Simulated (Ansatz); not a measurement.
The same path of FH + H5NSi (9 atoms, charge 0, multiplicity 1) was run twice with different band settings. Lost on the way: Si1–N2, F8–H9. Made: Si1–F8, N2–H9.

Computed with Ansatz 0.2.0, RKS PBE0-D4/def2-SVP.

Relaxed end points:

```xyz
9
Properties=species:S:1:pos:R:3
Si -0.112 0.221 0.100
N 0.078 -0.099 1.829
H -0.783 -0.253 2.351
H 0.648 0.573 2.340
H 1.255 0.344 -0.472
H -0.868 1.483 -0.182
H -0.862 -0.924 -0.480
F 1.376 -2.309 1.268
H 0.930 -1.557 1.645
```

```xyz
9
Properties=species:S:1:pos:R:3
Si 0.365 -0.156 -0.318
N -0.110 -0.344 2.296
H -1.007 -0.708 2.613
H 0.094 0.478 2.864
H 0.736 -0.131 -1.774
H 0.443 1.256 0.144
H -0.993 -0.760 -0.256
F 1.535 -1.114 0.311
H 0.597 -1.042 2.520
```

Common settings: movable images 7; climbing image yes; spring 5.0 eV/Å²; start path through a guess of the saddle point; force threshold 0.05 eV/Å; iteration limit 60; end points relaxed.

| run | optimiser |
| --- | --- |
| 1 | quadratic models (default) |
| 2 | fire |

Task: What does each run give, and how far can it be trusted?

Result: Run 1: converged after 13 iterations, highest image 0.579 eV above the first end. A structure lower than the last end lies on the path between it and the top, so the climb from that side starts below the end, which may itself be a saddle point or a shallow side well. A vibrational analysis at the climbing image gives one clearly imaginary mode, 658i cm⁻¹: a first-order saddle point.
Run 2: converged after 50 iterations, highest image 0.579 eV above the first end. Another band between the same ends (7 images) ends at a top of the same energy, where a vibrational analysis finds 1 clearly imaginary mode.
The orbitals stay closed-shell, which can raise the energy where a bond breaks towards radicals; this wasn't checked here.
